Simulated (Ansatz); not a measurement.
`C=COCOC` + `C=CCS` → `C=CCSC=C` + `COCO`  (substitution at a C–O bond)

Computed with Ansatz on PBE0-D4/def2-TZVP structures; ΔE is electronic, products minus reactants. CCSD(T)/CBS adds triple-zeta CCSD(T) − MP2 to the extrapolated MP2 energy (def2 sets, frozen cores). This one scheme is used for every species. DFT in def2-TZVPP. Each species was taken in one conformer, which may not be the lowest.

```tsv
level	ΔE (kJ/mol)
PBE-D4	-31.0
ωB97X-V	-23.0
r2SCAN	-27.6
HF/def2-TZVPP	-13.1
SCS-MP2/def2-TZVPP	-30.0
CCSD(T)/def2-TZVPP	-27.0
MP2/def2-QZVPP	-38.1
MP2/CBS(def2)	-40.0
```

**Question.** What does CCSD(T)/CBS give? (Estimate.)

**Answer.** The calculation gave: -31.3 kJ/mol. The listed levels differ from it by 0.3, 8.3, 3.7, 18.2, 1.3, 4.3, -6.8, -8.7 kJ/mol.

Largest T1 diagnostic among the species: 0.012.

The D4 term adds −4.1 kJ/mol with B3LYP and −2.1 kJ/mol with PBE0; it sums over pairs of atoms, weighted by their polarisabilities, and B3LYP, whose exchange is more repulsive, gets the larger term. In def2-TZVPP, CCSD(T) changes the Hartree–Fock value by −13.9 kJ/mol (the triples alone add −2.5 kJ/mol) and MP2 by −22.7 kJ/mol.

B3LYP here is the variant with VWN-RPA as its local correlation; programs differ in this.
